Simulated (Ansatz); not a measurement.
# CH₄B (doublet): the correlation ladder at a displaced geometry (v2), cc-pVDZ

How much of the correlation energy of CH₄B (doublet) does each wave-function method recover here?

The runs use Ansatz 0.2.0, Gaussian basis; cc-pVDZ, core rule «outside noble gas», up to 2 orbitals frozen.

To be run: UHF; CCSD(T) on ROHF; CCSD(T) on UHF; BCCD(T) on ROHF; CISD as a restricted active space (open shells left free, so some higher excitations enter); CCSDT(Q) on ROHF; CCSDT(Q) on UHF; CASSCF and MRCISD+Q, 9 electrons in 9 orbitals; CASSCF and NEVPT2, 9 electrons in 9 orbitals.

19 further runs of the same task are left out: 10 that didn't finish, 9 set aside as unsound or not needed. Runs told in other sessions of the task aren't counted.

### 1 The geometry

The geometry is a PBE0/def2-TZVP stationary point (not a proven minimum) with its atoms shifted at random (size 0.100 Å).

6 atoms, charge 0, spin multiplicity 2.

Atoms are counted from 1 here; the program's logs count them from 0.

Bond lengths: B1–C2 1.521 Å, B1–H3 1.176 Å, B1–H4 1.277 Å, C2–H5 1.055 Å, C2–H6 1.228 Å. Angles: C2–B1–H3 120.5°, C2–B1–H4 119.0°, H3–B1–H4 119.4°, B1–C2–H5 130.8°, B1–C2–H6 120.8°, H5–C2–H6 105.4°.

### 2 UHF

Input file in.yaml:

```yaml
crystal:
  periodic: [false, false, false]
  atoms:
    - {symbol: B, position_ang: [0.080359, 0.006765, 0.794194]}
    - {symbol: C, position_ang: [-0.084515, 0.015139, -0.717550]}
    - {symbol: H, position_ang: [0.064117, 1.013878, 1.401121]}
    - {symbol: H, position_ang: [0.003204, -1.103718, 1.419335]}
    - {symbol: H, position_ang: [-0.109674, 0.815740, -1.403714]}
    - {symbol: H, position_ang: [0.187516, -0.978853, -1.384748]}
basis:
  gaussian: {orbitals: cc-pVDZ}
magnetization: {spin_polarized: true, initial_magnetization: 1}
hamiltonian: {xc: hf}
output: {orbitals: {seedname: orbitals}}
```

Run with:

```bash
$ ansatz run in.yaml --threads 1 --pin off --events-out ev --progress --plain --max-ram 2393MiB
```

The runs that follow: CCSD(T) on ROHF; CCSD(T) on UHF; BCCD(T) on ROHF; CISD as a restricted active space (open shells left free, so some higher excitations enter); CCSDT(Q) on ROHF; CCSDT(Q) on UHF; CASSCF and MRCISD+Q, 9 electrons in 9 orbitals; CASSCF and NEVPT2, 9 electrons in 9 orbitals.

**Question.** What will the summary of the whole plan be? Wanted: UCCSDT(Q) from the RHF energy; RMP2 from UCCSDT(Q); UMP2 from UCCSDT(Q); RCCSD from UCCSDT(Q); RCCSD(T) from UCCSDT(Q); UCCSD(T) from UCCSDT(Q); RCCSDT(Q) from UCCSDT(Q); NEVPT2 frontier from UCCSDT(Q); MRCISD+Q frontier from UCCSDT(Q).

**Answer**, as computed:

```
                         quantity                                                                      value
    UCCSDT(Q) from the ROHF energy                                                                 -6.7987 eV
              RMP2 from UCCSDT(Q)                                                              +115.2 kJ/mol
              UMP2 from UCCSDT(Q)                                                              +116.0 kJ/mol
             RCCSD from UCCSDT(Q)                                                               +17.4 kJ/mol
          RCCSD(T) from UCCSDT(Q)                                                                +2.9 kJ/mol
          UCCSD(T) from UCCSDT(Q)                                                                +2.9 kJ/mol
         RCCSDT(Q) from UCCSDT(Q)                                                                 0.0 kJ/mol
   NEVPT2 frontier from UCCSDT(Q)                                                              +110.9 kJ/mol
 MRCISD+Q frontier from UCCSDT(Q)                                                                +1.3 kJ/mol
levels within 1 kcal/mol (43 meV)  RCCSD(T), UCCSD(T), BCCD(T), RCCSDT, UCCSDT, RCCSDT(Q), MRCISD+Q frontier
                    T1 diagnostic                                                                      0.015
```

RCCSD(T) misses by +2.9 kJ/mol, 0.4 % of the correlation energy. Of the multireference levels listed MRCISD+Q frontier comes nearest in total energy (+1.3 kJ/mol), which doesn't show that its space is the better one. These misses are within one basis, not against nature; the frozen cores of restricted and unrestricted runs differ, which can shift their rows.

With open shells the CI space here admits some higher excitations, so it is larger than plain CISD.
